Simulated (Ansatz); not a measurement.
Reaction: CS2 (methanedithione, SMILES S=C=S) → CS2+ (parent SMILES S=C=S, doublet) + e-
Each species at its own B3LYP-D3(BJ)/def2-TZVP minimum (Ansatz, a quantum-chemistry and plane-wave program).

Wanted: adiabatic ionisation energy (electronic), in eV. Open shells are spin-unrestricted; no spin-orbit coupling. CBS(X,Y): correlation extrapolated as X^-3, Hartree-Fock from the larger set (Q,5: extrapolated as (X+1)exp(-9√X)). A bracket is a step between two methods taken in the basis named. The functionals are non-relativistic, so their misses hold any scalar relativity. 'core' is core correlation in cc-pwCVTZ (1s frozen past Ne), 'X2C' scalar relativity in cc-pVTZ-DK, both at CCSD(T). The UHF reference of CS2+ (parent SMILES S=C=S, doublet) is spin-contaminated (<S^2> up to 0.28 over the pure value in the sets run). The spin of CS2+ (parent SMILES S=C=S, doublet) was assumed, and the state is the lowest solution found for it.

CCSD(T)/CBS(cc-pV(Q+d)Z,cc-pV(5+d)Z) + [CCSDT(Q) - CCSD(T)]/cc-pV(T+d)Z + core + X2C (Ansatz) gives 10.13 eV.

Q: What does PBE/def2-TZVPD (Ansatz) give here, and how do the other levels compare?

A: PBE gives 10.03 eV, 0.10 eV below it. Differences of the others: PBE0/def2-TZVPD (Ansatz) -0.08; wB97M-V/def2-TZVPD (Ansatz) -0.11; CCSD(T)/CBS(cc-pV(Q+d)Z,cc-pV(5+d)Z) + core + X2C (Ansatz) 0.04 eV. Nearer than PBE: PBE0/def2-TZVPD, CCSD(T)/CBS(cc-pV(Q+d)Z,cc-pV(5+d)Z) + core + X2C.
